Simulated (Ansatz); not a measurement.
Elastic constant C66 (GPa) of solids drawn from the class of tetrahedrally bonded semiconductors and semimetals, at two levels: PBE (plane waves, PAW; Ansatz, a quantum-chemistry and plane-wave program), and B3LYP (VWN-RPA form) (Ansatz, plane waves, PAW).

```json
[
 {"solid": "wurtzite BN (high-pressure phase)", "PBE": "397", "B3LYP (VWN-RPA form)": "420", "shift (%)": "+5.8"},
 {"solid": "wurtzite CdS", "PBE": "16.7", "B3LYP (VWN-RPA form)": "18.8", "shift (%)": "+12.6"},
 {"solid": "2H-SiC", "PBE": "196", "B3LYP (VWN-RPA form)": "214", "shift (%)": "+9.2"},
 {"solid": "wurtzite GaN", "PBE": "105", "B3LYP (VWN-RPA form)": "118", "shift (%)": "+12.4"},
 {"solid": "wurtzite AlN", "PBE": "123", "B3LYP (VWN-RPA form)": "140", "shift (%)": "+13.8"},
 {"solid": "wurtzite ZnO", "PBE": "40.6", "B3LYP (VWN-RPA form)": "49.0", "shift (%)": "+21"}
]
```

The shifts run from +5.8 % to +21 %, with a median of +12.5 %.

Of 6 rows, B3LYP (VWN-RPA form) is the larger in 6 and the smaller in 0.

Ansatz's runs of these crystals have no spin polarisation.

Each level is taken at its own relaxed cell. Ansatz's density-functional and Hartree–Fock values are scalar-relativistic unless marked +SOC, with PAW data made under PBE.
